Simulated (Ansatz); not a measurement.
## H2S, singlet in 6-31G: errors against full CI

Geometry: MP2(full)/6-31G*, from the G2/97 set.

```xyz
3

S     0.0000    0.0000    0.0544
H     0.0000    0.9743   -0.8648
H     0.0000   -0.9743   -0.8648
```

Basis 6-31G; Ansatz 0.2.0. Only valence electrons are correlated (noble-gas cores frozen), which leaves 8 electrons in 12 orbitals. R marks a restricted (for open shells ROHF) determinant. Active spaces: valence = (8e, 6o) chosen from the atoms' valence shells.

Full CI is exact within this basis and frozen core; it isn't the basis-set limit.

```
UHF ⟨S²⟩                          : 0.000
T1 diagnostic (RCCSD)             : 0.0060
largest doubles amplitude (RCCSD) : 0.061
```

```
   level  E − E(RHF) (eV)
    RMP2          -1.5819
   RCCSD          -1.9999
RCCSD(T)          -2.0162
```

Question: Estimate how far full CI in 6-31G lies from RCCSD(T). The table doesn't fix it; the size of (T) and the diagnostics are the guide.

Answer: Full CI in 6-31G lies 0.5 kJ/mol below RCCSD(T), which is 32 % of the (T) step (-1.6 kJ/mol). The diagnostics give no warning, yet the rest is a sizeable part of (T).

The other levels:

```
                            level  E − E(full CI) (kJ/mol)  share of correlation (%)  wall time
                             CISD                      7.9                     95.95     0.13 s
                          BCCD(T)                      0.5                     99.73     0.33 s
                           RCCSDT                      0.2                     99.91          –
                           CISDTQ                      0.2                     99.92     0.46 s
                        RCCSDT(Q)                      0.0                     99.99     0.46 s
                          RCCSDTQ                      0.0                    100.00      1.1 s
           CASSCF (valence space)                     89.7                     53.99          –
           NEVPT2 (valence space)                     23.0                     88.22     0.37 s
           MRCISD (valence space)                      2.4                     98.74          –
         MRCISD+Q (valence space)                      0.8                     99.59     0.58 s
MRCISD+Q(relaxed) (valence space)                      0.4                     99.81     0.67 s
```

The correlation energy at full CI, counted from RHF, is -2.021 eV. That run took 0.64 s on 1 thread of AMD EPYC 7R13, shared host over 61,441 determinants.

Times hold each run's SCF and search for its determinant on a shared host, so for small cases they say little of a method's own cost; they ran on 1 thread of AMD EPYC 7R13.

The full-CI state has the irrep A1 of C2v, in the program's axes.

Natural occupations of full CI about the gap: 1.989 1.985 1.967 1.963 0.035 0.028 0.012 0.009 0.004 0.004; effectively unpaired electrons, Σ n²(2−n)², 0.02.

Atomization energy (electronic, same basis, no zero-point term; atoms at the same level, unrestricted beside the R rows where the molecule is a closed shell, with restricted open-shell steps beyond CCSDT(Q)) at full CI: 552.2 kJ/mol. Errors of other levels:

| level | error (kJ/mol) |
| --- | --- |
| RHF | -134.3 |
| RMP2 | -28.1 |
| CISD | -6.8 |
| RCCSD | -1.5 |
| RCCSD(T) | -0.4 |
| BCCD(T) | -0.4 |
| RCCSDT | -0.2 |
| CISDTQ | -0.1 |
| RCCSDT(Q) | 0.0 |
| RCCSDTQ | 0.0 |
| CASSCF (valence space) | -28.0 |
| NEVPT2 (valence space) | -0.6 |
| MRCISD (valence space) | -1.3 |
| MRCISD+Q (valence space) | -0.6 |
| MRCISD+Q(relaxed) (valence space) | -0.2 |

This basis is far from its limit, so the value isn't to be set against a measured one. Truncated CI isn't size-consistent, which counts against it in atomization.
